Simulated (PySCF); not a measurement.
# Worked example for 2-propanimine: ionisation energy to the radical cation

Structure: `CC(C)=N` (C3H7N).

Level of theory: ωB97X-D3(BJ)/ma-def2-TZVP single points in PySCF, grid level 2; every species was optimised with PBE0-D3(BJ)/ma-def2-SVP. The prefix ma- adds one diffuse s and one diffuse p function on all atoms but H. ωB97X-D3(BJ) is ωB97X-V with D3(BJ) in place of VV10. Zero-point energies come from unscaled PBE0-D3(BJ)/ma-def2-SVP harmonic frequencies.

| state | structure | E / Eh |
| --- | --- | --- |
| parent | parent | -173.424781 |
| radical cation | parent | -173.061539 |
| radical cation | radical cation | -173.087980 |
| parent | radical cation | -173.392267 |

Zero-point energy of the radical cation less that of the parent: -0.085 eV. 1 Eh = 27.2114 eV.

Task: Work out the vertical and adiabatic ionisation energy.

Result: Vertical: (-173.061539) − (-173.424781) = 0.363242 Eh = 9.88 eV. Adiabatic: 0.336801 Eh = 9.165 eV, and 9.08 eV with zero-point energy.

Task: And the inner reorganisation energy of self-exchange?

Result: The radical cation relaxes by 719.5 meV and the parent by 884.7 meV, so λ = 1604 meV.
